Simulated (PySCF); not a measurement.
Molfile (atoms numbered from 1):
```
C4H11P
     RDKit          3D

 16 15  0  0  0  0  0  0  0  0999 V2000
    0.2415    1.5257    1.1639 C   0  0  0  0  0  0  0  0  0  0  0  0
    0.0392    0.2149    0.1608 P   0  0  0  0  0  5  0  0  0  0  0  0
    1.4107   -0.4608   -0.8603 C   0  0  0  0  0  0  0  0  0  0  0  0
   -1.2276    0.5397   -1.0880 C   0  0  0  0  0  0  0  0  0  0  0  0
   -0.4801   -1.2433    1.0954 C   0  0  0  0  0  0  0  0  0  0  0  0
    0.7630    1.3770    2.1015 H   0  0  0  0  0  0  0  0  0  0  0  0
    0.2988    2.5113    0.7180 H   0  0  0  0  0  0  0  0  0  0  0  0
    1.1178   -1.3257   -1.4615 H   0  0  0  0  0  0  0  0  0  0  0  0
    2.2283   -0.7449   -0.1947 H   0  0  0  0  0  0  0  0  0  0  0  0
    1.7746    0.3306   -1.5186 H   0  0  0  0  0  0  0  0  0  0  0  0
   -0.9439    1.4317   -1.6498 H   0  0  0  0  0  0  0  0  0  0  0  0
   -2.1782    0.7304   -0.5909 H   0  0  0  0  0  0  0  0  0  0  0  0
   -1.3265   -0.2970   -1.7819 H   0  0  0  0  0  0  0  0  0  0  0  0
   -0.5742   -2.1163    0.4474 H   0  0  0  0  0  0  0  0  0  0  0  0
    0.2680   -1.4530    1.8622 H   0  0  0  0  0  0  0  0  0  0  0  0
   -1.4308   -1.0349    1.5851 H   0  0  0  0  0  0  0  0  0  0  0  0
  1  2  2  0
  2  3  1  0
  2  4  1  0
  2  5  1  0
  1  6  1  0
  1  7  1  0
  3  8  1  0
  3  9  1  0
  3 10  1  0
  4 11  1  0
  4 12  1  0
  4 13  1  0
  5 14  1  0
  5 15  1  0
  5 16  1  0
M  END
```

Geometry: PBE0-D3(BJ)/def2-TZVP; GIAO shifts from PySCF 2.14, gas phase, non-relativistic, averaged over equivalent atoms.

At wB97X-D/pcSseg-2 (341 basis functions):
```
                            atoms  δ (ppm)
                         C3/C4/C5     21.6
                               C1     -8.8
                               P2    -16.2
H8/H9/H10/H11/H12/H13/H14/H15/H16     1.19
                            H6/H7    -0.37
```

δ = σ(ref) − σ, references computed at the same level: $^{13}$C (σref 186.29), $^{1}$H (σref 31.63) vs TMS; $^{31}$P (σref 307.14) against H3PO4.

Question: Estimate the result of repeating the calculation with KT3/pcSseg-2.

Answer: 
| atoms | δ at KT3/pcSseg-2 | change |
| --- | --- | --- |
| C3/C4/C5 | 19.8 | -1.8 |
| C1 | -10.0 | -1.2 |
| P2 | -18.8 | -2.6 |
| H8/H9/H10/H11/H12/H13/H14/H15/H16 | 1.25 | +0.06 |
| H6/H7 | -0.32 | +0.05 |

Referencing at the same level of theory: $^{13}$C (σ = 183.24 ppm), $^{1}$H (σ = 31.63 ppm) against TMS; H3PO4 for $^{31}$P (σ = 335.27 ppm).

The largest change is at P2 (phosphorus bonded to 4 C). Cost: 341 basis functions, 85 s wall time (2.9 min CPU) on 2 threads of an Intel Xeon, shared host.

The carbons averaged at δ 21.6 differ by 11 ppm in this conformer. Experimental scales use liquid or dissolved standards, which lie at an offset from isolated H3PO4.
